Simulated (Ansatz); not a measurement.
## BNH6 (B(NH3)H3): the energy, rung by rung

The species is BNH6 (8 atoms), meant as a singlet with charge 0. As SMILES, `[H]B([H])([H])<-N`. Geometry: relaxed at GFN2-xTB.

```xyz
8

B    -0.0022    0.0030   -0.8307
N     0.0021   -0.0030    0.8280
H    -0.9561    0.0344    1.1535
H     0.5158    0.8072    1.1527
H     0.4496   -0.8541    1.1461
H     1.1434   -0.0321   -1.1528
H    -0.5450    1.0152   -1.1449
H    -0.6076   -0.9705   -1.1519
```

Each level gives the energy change with the B1–H7 bond stretched from 1.191 to 1.488 Å (eV). The values are calculated.

```csv
level,kind,program,value (eV),less CCSDT/STO-3G,CPU time (all runs)
SVWN5/STO-3G (restricted),LDA,Ansatz,0.95,+0.06,1.5 s
revPBE/STO-3G (restricted),GGA,Ansatz,0.87,-0.02,2.3 s
r2SCAN/STO-3G (restricted),meta-GGA,Ansatz,0.97,+0.08,4.8 s
B3LYP/STO-3G (restricted),global hybrid,Ansatz,0.96,+0.07,2.5 s
r2SCAN0/STO-3G (restricted),hybrid meta-GGA,Ansatz,1.05,+0.16,4.8 s
wB97X/STO-3G (restricted),range-separated hybrid,Ansatz,1.00,+0.11,11 s
B2PLYP/STO-3G (restricted),double hybrid,Ansatz,1.00,+0.11,3.3 s
MP2/STO-3G (restricted),perturbation theory,Ansatz,1.01,+0.12,0.16 s
CCSDT(Q)/STO-3G (restricted),coupled cluster or CI,Ansatz,0.89,0.00,0.9 s
CCSDT/STO-3G (restricted),coupled cluster or CI,Ansatz,0.89,0.00,0.77 s
```

CCSDT/STO-3G (restricted) is the highest level here, not the true value. The first shape isn't each level's own minimum. The values span 0.87 to 1.05 eV. All rows use very small basis sets, so none should be taken for the real molecule's value. Times are those of the runs behind each value, whatever else they computed, on shared processors of several kinds: orders of magnitude only.
